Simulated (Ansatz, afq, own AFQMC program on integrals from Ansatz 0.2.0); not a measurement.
AFQMC on a folder of integrals that Ansatz 0.2.0 wrote.

```yaml
crystal:
  periodic: [false, false, false]
  atoms:
    - {symbol: Cr, position_ang: [0.000000, 0.000000, 0.000000]}
basis:
  gaussian: {orbitals: def2-TZVP}
magnetization: {spin_polarized: true, initial_magnetization: 6}
correlation: {method: ccsd_t, electrons: outside_noble_gas, hamiltonian_folder: ham}
```

```sh
$ ansatz run in.yaml --threads 1 --pin off --events-out ev --progress --plain --max-ram 16896MiB --backend cuda --devices 0, --max-vram 18GiB
```

Options of the walk:

```
--method phaseless --trial hf --walkers 4000 --populations 20 --least-time 40 --time-step 0.005 --steps-per-block 20 --equilibration-blocks 160 --max-blocks 4000 --target-error 0.00045 --factor-cut 1e-05 --start spin_pure --seed 1359 --taylor-order 6
```

Times are imaginary, in 1/Eh. The walk had a cap of 49 s. With eight or more populations the least sampling time is a fifth of least-time, and the error comes from their spread.

```
orbitals 36  electrons 6 0  factors 263 of 299
reference energy -1043.33452129 Eh
CCSD correlation -0.08153105 Eh in 8 cycles, weight of the determinant in the CISD state 0.9692
energy of the start -1043.334521 Eh
 block  time / (1/Eh)  mean weight  energy / Eh
     1     0.100  1.0004  -1043.361049
     2     0.200  1.0004  -1043.377763
     3     0.300  1.0007  -1043.387403
     4     0.400  1.0003  -1043.396174
     5     0.500  1.0005  -1043.400007
    10     1.000  1.0002  -1043.412278
    49     4.900  1.0000  -1043.419793
    89     8.900  0.9997  -1043.415611
   113    11.300  1.0002  -1043.421952
   129    12.900  1.0000  -1043.419664
   169    16.900  1.0001  -1043.415293
   209    20.900  0.9992  -1043.417403
   249    24.900  1.0001  -1043.415427
   289    28.900  0.9998  -1043.412755
   329    32.900  1.0002  -1043.413949
   345    34.500  0.9998  -1043.413402
error from the spread of 20 populations
energy -1043.416511 +/- 0.000416 Eh
(rows thinned)
```

Estimate how long the walk took on 1 × NVIDIA H100 80GB HBM3 with 2 threads of AMD EPYC 7R13 Processor (Zen 3), on a shared host (the card was shared).

17 s of wall time.

The run passed its tests (sampling time, drift between the halves within three errors, error under three times the target), which doesn't prove that it has relaxed. The second half of the sampling lies above the first by 1.7 errors of their difference, so the energy may still be moving and its error bar be too small.

Against this walk (error 11.3 meV) on the same determinant: CCSD(T) 32.1 meV lower, CCSDT(Q) 40.5 meV lower, CCSDTQ 40.4 meV lower, full CI 40.1 meV lower, a separate phaseless walk with a CISD trial and standard settings 20.4 ± 11.3 meV lower (within the noise). The error is statistical and leaves out the bias of the constraint. Full CI is exact here, so the walk's 40 meV above it is the walk's own error: the bias of the constraint with this trial, or a walk that hasn't relaxed.

Cautions: constraint bias not in the error; no relativity below Rb; outer-core shells of the metal frozen.

CCSDT and higher add their correlation energy to the determinant of the CCSD(T) run, since their own runs factorise the integrals more tightly (a shift of under 2 meV). A walk keeps the symmetry of its determinant, which the program's search chose and which needn't be the lowest solution, so a lower state of the same spin and another symmetry isn't excluded.
